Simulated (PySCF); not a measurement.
Species: C₄H₅F.
SMILES with atom numbers: `[F:1][C@:2]12[CH2:3][C@H:4]1[CH2:5]2` (hydrogens: H6, H7 on C3; H8 on C4; H9, H10 on C5)

Method: PySCF 2.14.0, PBE0-D3(BJ)/def2-SVP geometry optimisation, gas phase; density fitting, grid level 1; the optimiser is geomeTRIC in internal coordinates, started from a GFN2-xTB structure with every atom displaced at random (about 0.01 Å).

Step 2: E = -6931.2234 eV
```
atom  x, y, z in Å  |  force x, y, z in eV/Å
F1     -1.1846    1.6545   -0.5047   -0.125   0.065  -0.182
C2     -0.3765    0.6795   -0.1068    0.241  -0.140   0.059
C3      1.0070    0.3289   -0.5152   -0.059   0.024   0.040
C4     -0.1006   -0.6996   -0.4487    0.391  -0.294   0.462
C5     -0.5741   -0.3453    0.9426   -0.224   0.024  -0.055
H6      1.3316    0.6137   -1.5218   -0.068   0.100  -0.018
H7      1.8057    0.3306    0.2466    0.015  -0.041  -0.096
H8     -0.3481   -1.5538   -1.0750   -0.193   0.234  -0.238
H9      0.1067   -0.4196    1.8060    0.013   0.042  -0.017
H10    -1.6194   -0.5986    1.1558    0.009  -0.014   0.045
```

Step 3: E = -6931.2569 eV
```
atom  x, y, z in Å  |  force x, y, z in eV/Å
F1     -1.1691    1.6390   -0.5395    0.047  -0.248   0.022
C2     -0.3647    0.6665   -0.0960    0.021   0.236   0.047
C3      1.0153    0.3277   -0.5107   -0.172  -0.037  -0.073
C4     -0.0814   -0.7139   -0.4259    0.273  -0.188   0.204
C5     -0.5830   -0.3529    0.9555   -0.068   0.124  -0.157
H6      1.2980    0.6495   -1.5208   -0.020  -0.057   0.015
H7      1.8388    0.3213    0.2168    0.059   0.042   0.067
H8     -0.3577   -1.5309   -1.0875   -0.167   0.155  -0.171
H9      0.0827   -0.4179    1.8285    0.044   0.022   0.044
H10    -1.6312   -0.5981    1.1586   -0.017  -0.049   0.001
```

Step 4: E = -6931.2751 eV
```
atom  x, y, z in Å  |  force x, y, z in eV/Å
F1     -1.1711    1.6111   -0.5630    0.109  -0.254   0.082
C2     -0.3549    0.6603   -0.0885   -0.099   0.293   0.063
C3      1.0211    0.3237   -0.5021   -0.087  -0.003  -0.218
C4     -0.0676   -0.7229   -0.4126    0.197  -0.080   0.144
C5     -0.5824   -0.3526    0.9624   -0.085   0.025  -0.111
H6      1.2796    0.6546   -1.5156    0.059  -0.086   0.002
H7      1.8594    0.3207    0.2090    0.013   0.057   0.084
H8     -0.3794   -1.4955   -1.1114   -0.114   0.092  -0.069
H9      0.0748   -0.4095    1.8433    0.025  -0.005   0.017
H10    -1.6318   -0.5996    1.1572   -0.018  -0.038   0.007
```

Step 5: E = -6931.2877 eV
```
atom  x, y, z in Å  |  force x, y, z in eV/Å
F1     -1.1734    1.5811   -0.5779    0.043  -0.122   0.055
C2     -0.3437    0.6595   -0.0769   -0.089   0.235   0.055
C3      1.0282    0.3231   -0.5010   -0.040  -0.002  -0.142
C4     -0.0521   -0.7273   -0.3955    0.108  -0.067   0.029
C5     -0.5847   -0.3533    0.9696    0.003  -0.025  -0.067
H6      1.2729    0.6405   -1.5222    0.061  -0.055   0.017
H7      1.8769    0.3353    0.1998   -0.023   0.029   0.051
H8     -0.4026   -1.4513   -1.1276   -0.063   0.018   0.000
H9      0.0620   -0.4110    1.8588    0.004  -0.012   0.005
H10    -1.6355   -0.6063    1.1517   -0.003   0.000  -0.002
```

**Question.** Estimate the geometry and energy of step 6. (The exact step hangs on the optimiser's Hessian estimate; all steps are aligned on step 5, rigid shifts and turns removed.)

**Answer.** E = -6931.2913 eV, largest force 0.094 eV/Å
```
atom  x, y, z in Å  |  force x, y, z in eV/Å
F1     -1.1817    1.5656   -0.5796   -0.003  -0.009  -0.001
C2     -0.3397    0.6626   -0.0725   -0.028   0.080   0.042
C3      1.0307    0.3235   -0.5020   -0.020   0.007  -0.078
C4     -0.0455   -0.7283   -0.3900    0.047  -0.023   0.003
C5     -0.5829   -0.3531    0.9702    0.018  -0.048  -0.017
H6      1.2808    0.6260   -1.5258    0.036  -0.008   0.007
H7      1.8776    0.3458    0.2017   -0.021  -0.001   0.022
H8     -0.4178   -1.4304   -1.1330   -0.022  -0.004   0.019
H9      0.0605   -0.4140    1.8619   -0.005  -0.005   0.001
H10    -1.6342   -0.6075    1.1479   -0.001   0.011   0.002
```

The energy changes by -0.0036 eV. The first-order estimate −F·Δx gives -0.0060 eV and the mean of the old and new forces, exact on a quadratic surface, -0.0037 eV. The step makes an angle of 67° with the force vector and moves no atom by more than 0.026 Å.

What follows is the cost of the whole optimisation. On one thread, Arm Neoverse N1 (aarch64), shared host with 64 logical CPUs at a one-minute load of 61, this took 44 s and 0.40 GiB of memory at its peak.
